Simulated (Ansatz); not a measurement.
System: rhombohedral A7 Sb. Method: HSE06 in Ansatz (plane waves, PAW).

Run with plane-wave cutoff 500 eV, 8×8×8 k mesh, Fermi–Dirac smearing 0.05 eV, scalar-relativistic PAW data made under PBE.

Computed at the level's own relaxed cell.

Question: Predict the equilibrium volume per atom, equilibrium lattice constant a and c axis length.

Answer: 
equilibrium volume per atom: 31.14 Å³/atom
equilibrium lattice constant a: 4.313 Å
c axis length: 11.599 Å

Measured, for comparison: lattice constant a 4.301 Å, lattice parameter c 11.232 Å (78 K, zero-point motion not removed; as tabulated in Schiferl, Barrett, J. Appl. Cryst. 2, 30 (1969), COD 9009654). Computed (rounded) less measured: lattice constant a +0.3 %, lattice parameter c +3.3 %.

Note: exact exchange on metals is sensitive to the k mesh and can open a false gap; the run warned that the count of filled bands differs between k points; the cell comes from a level without a dispersion term, which matters for the spacing of layers, chains or molecules.

Spin–orbit coupling is not included.

Computed values are for the static lattice.

Cost on a shared machine: about 20 core-minutes (a rough figure).

Ansatz is a first-principles code.
